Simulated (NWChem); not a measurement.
water (H2O); SMILES O

```xyz
3

O      0.0000     0.0000     0.1432
H      0.7577     0.0000    -0.4699
H     -0.7577     0.0000    -0.4699
```
Atoms are numbered in this order, from 1.

Results from NWChem. Pople sets run with spherical d functions. The geometry was optimised at PBE-D3(BJ)/def2-SVP. Vzz is the largest principal value of the second derivative of the potential at the nucleus (NWChem prints the opposite sign); η is the asymmetry. Non-relativistic.

**Question.** What does the run give for CAM-B3LYP/6-31G*? Quantities: Vzz O1 (a.u.); η O1.

**Answer.** 
```
Item            Value
-------------  ------
Vzz O1 (a.u.)  -1.922
η O1             0.64
```
